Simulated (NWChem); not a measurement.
chloroform (CHCl3); SMILES ClC(Cl)Cl

Computed with NWChem. Medium grid unless said otherwise, to which SCAN and Minnesota functionals are sensitive. Geometry: optimised at PBE0/def2-SVP. Total energies of different functionals are on different scales.

```tsv
level	energy (Ha)	highest occupied level (eV)	orbital gap (eV)	dipole (D)
LDA (Slater exchange, VWN5)/def2-TZVPD	-1414.5661	-7.63	5.29	1.03
PBE/def2-TZVPD	-1418.7462	-7.51	5.33	1.02
BLYP/def2-TZVPD	-1419.3289	-7.35	5.27	1.02
TPSS/def2-TZVPD	-1419.4224	-7.62	5.57	1.05
r2SCAN/def2-TZVPD	-1419.2391	-7.84	5.85	1.06
B3LYP/def2-TZVPD	-1419.3946	…	…	1.06
PBE0/def2-TZVPD	-1418.8550	-8.93	7.80	1.07
M06-2X/def2-TZVPD	-1419.2904	-10.30	10.09	1.09
CAM-B3LYP/def2-TZVPD	-1419.3708	-10.31	10.28	1.09
Hartree-Fock/def2-TZVPD	-1416.9795	-12.29	13.78	1.18
```

### Question
What belongs in the gaps?

### Answer

- B3LYP/def2-TZVPD, highest occupied level (eV): -8.65
- B3LYP/def2-TZVPD, orbital gap (eV): 7.24
